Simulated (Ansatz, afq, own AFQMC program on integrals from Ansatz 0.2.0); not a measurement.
## Where AFQMC and coupled cluster stand for BH$_{3}$, triplet

```yaml
atoms:
  - { symbol: B, position_ang: [-0.1225, 0.0097, 0.1084] }
  - { symbol: H, position_ang: [0.3038, 0.5487, -0.9725] }
  - { symbol: H, position_ang: [0.6019, 0.0096, 1.0480] }
  - { symbol: H, position_ang: [0.4085, -0.6621, -1.2384] }
```

Basis 6-31G. Noble-gas cores (and the filled d shells of Ga–Kr and In–Xe) are frozen. Ansatz 0.2.0 and our own AFQMC program on the same integrals; the CISD trial comes from CCSD amplitudes, and released means the phaseless constraint is let go. Uncertainties: one standard error, sampling alone.

Determinant: UHF, the one that the program's search chose, which needn't be the lowest solution. The geometry is a point of a scan.

Full CI on the same integrals is exact in this basis and with this determinant's frozen core.

Cautions: lower spins were not checked.

- T1 diagnostic: 0.0197
- weight of the determinant in the CISD state: 0.946
- ⟨S²⟩ of the determinant: 2.013
- size of the correlated space: 6 electrons in 14 orbitals

Reference: full CI, correlation energy -1.910 eV. The released energy is read at 2.40 1/Eh (meV from the phaseless value at times in 1/Eh: -2.4 ± 0.8 at 0.24, -2.2 ± 0.8 at 0.51, -4.3 ± 2.4 at 0.99, -2.7 ± 0.5 at 1.62, -3.2 ± 0.6 at 2.40).

| level | E − E(reference) (kcal/mol) | share of correlation (%) |
| --- | --- | --- |
| HF | 44.04 | 0.00 |
| MP2 | 13.32 | 69.76 |
| CCSD | 1.08 | 97.54 |
| CCSD(T) | 0.33 | 99.24 |
| CCSDT | 0.01 | 99.98 |
| CCSDT(Q) | 0.00 | 100.00 |
| CCSDTQ | 0.00 | 100.00 |
| ph-AFQMC/CISD | 0.09 ± 0.02 | 99.80 |
| released AFQMC | 0.01 ± 0.01 | 99.97 |

CCSDT and higher add their correlation energy to the determinant of the CCSD(T) run, since their own runs factorise the integrals more tightly (a shift of under 2 meV). Released energies are given only where the last usable release times agree within the noise; a slower fall can still hide under it.
